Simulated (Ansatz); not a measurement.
C3H6F, SMILES CC[CH]F, a ladder of methods at one geometry

With the Ansatz DFT code, driven from Python.

The cells in order, each with its output:

In [1]:
```python
from pathlib import Path
import warnings

import ansatz as az
from ase import Atoms
import numpy as np

SETTINGS = {
    "basis_set": "def2-SVP",
}

warnings.simplefilter("ignore", az.DeckWarning)

atoms = Atoms(["C", "C", "C", "F", "H", "H", "H", "H", "H", "H"], positions=[
    (-0.817, 0.6333, -0.3583),
    (-0.0577, -0.1694, 0.5969),
    (1.1589, -0.6908, -0.0249),
    (1.4567, -0.7402, -1.3459),
    (-1.1753, 0.0858, -1.2595),
    (-1.7673, 1.0723, 0.1208),
    (-0.261, 1.5404, -0.7218),
    (-0.6234, -0.9898, 0.9426),
    (0.2106, 0.453, 1.5165),
    (1.9585, -1.2457, 0.5365),
])
mol = az.Crystal.molecule_from_ase(atoms)
```

In [2]:
```python
base = (
    mol.calculation()
    .basis(gaussian=SETTINGS["basis_set"])
    .spin("collinear", total=1)
)

print("functional    E (Ha)        dipole (D)   HOMO (eV)  LUMO (eV)")
for name in ["pbe0", "r2scan0", "b3lyp", "pbe", "blyp"]:
    r = base.functional(name).forces().orbitals().run(runs_dir="runs").report
    lines = Path(r["orbitals_path"]).read_text().splitlines()
    field_of = lambda key: [line.split("=")[1].strip() for line in lines if line.startswith(key)]
    orbitals = [(27.211386 * float(e), s, float(n)) for e, s, n in zip(field_of("Ene="), field_of("Spin="), field_of("Occup="))]
    homo = max(e for e, _, n in orbitals if n > 0.5)
    lumo = min(e for e, _, n in orbitals if n < 0.5)
    dipole = 4.803205 * np.linalg.norm(r["charge_distribution"]["dipole_moment_e_ang"])
    print(f"{name:10s} {r['free_energy_ev'] / 27.211386246:14.6f} {dipole:9.3f} {homo:11.3f} {lumo:10.3f}")
```
```text
functional    E (Ha)        dipole (D)   HOMO (eV)  LUMO (eV)
pbe0          -217.289386     1.568      -5.301     -0.374
r2scan0       -217.389510     1.657      -5.705      0.125
b3lyp         -217.530594     1.513      -4.974     -0.812
pbe           -217.265967     1.384      -3.688     -1.634
blyp          -217.443060     1.354      -3.537     -1.611
```

Notes:
- Total energies depend on the basis set; only differences at equal settings carry meaning.
- The geometry is a force-field or estimated start, not a minimum of this method, and the basis set is short of its limit. A lower total doesn't mark the better method: functionals have no common bound, and MP2 and coupled cluster aren't variational.
- The species is open-shell (spin multiplicity 2).
- b3lyp holds the VWN-RPA fit, as in Gaussian; the form of ORCA and Turbomole is b3lyp5.
- Levels such as HOMO and LUMO are orbital energies: with these approximate functionals they aren't the ionisation energy and electron affinity, and their gap isn't the fundamental gap.
- Timing: 23 s on 1 thread of Intel(R) Xeon(R) Platinum 8488C (Sapphire Rapids), on a shared host, peak memory 0.32 GiB.

(Lines on the test bed's own set-up are left out of the output.)
